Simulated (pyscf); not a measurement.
PySCF, gas phase, ωB97X-D3(BJ)/def2-SVP geometries. MP2 and CC: frozen core, UHF for open shells. ΔMP2 is the change of the MP2 total energy from the triple- to the quadruple-zeta basis.

### Question
For the elementary gas-phase step •H₂Si–Cl + NH₃ -> H₂N–SiH₂• + HCl (doublet surface; Cl–Si, H–N broken, N–Si, Cl–H formed), what barrier and reaction energy does CCSD(T)/def2-TZVPP + ΔMP2(QZVPP) give, measured from the separated reactants?

### Answer
ΔE‡ = 15.0 kcal/mol, ΔE = +10.9 kcal/mol. Zero-point energy shifts the barrier by -0.9 kcal/mol. It is a four-centre exchange, with an imaginary mode of 804i cm⁻¹. On the reactant side the descent ends in an adduct with a N–Si contact, 1.4 kcal/mol under the separated species and 14.6 kcal/mol under the saddle at ωB97X-D3(BJ)/def2-TZVP. On the product side the descent ends in a complex, 4.4 kcal/mol under the separated species and 5.3 kcal/mol under the saddle at ωB97X-D3(BJ)/def2-TZVP. What is counted as formed (N–Si) is already present as a longer contact in the reactant adduct; forming that adduct is a step of its own. This is the saddle that the search found; another between the same sides may lie lower. The CCSD(T) − MP2 part came from Ansatz, without density fitting, on the same reference.
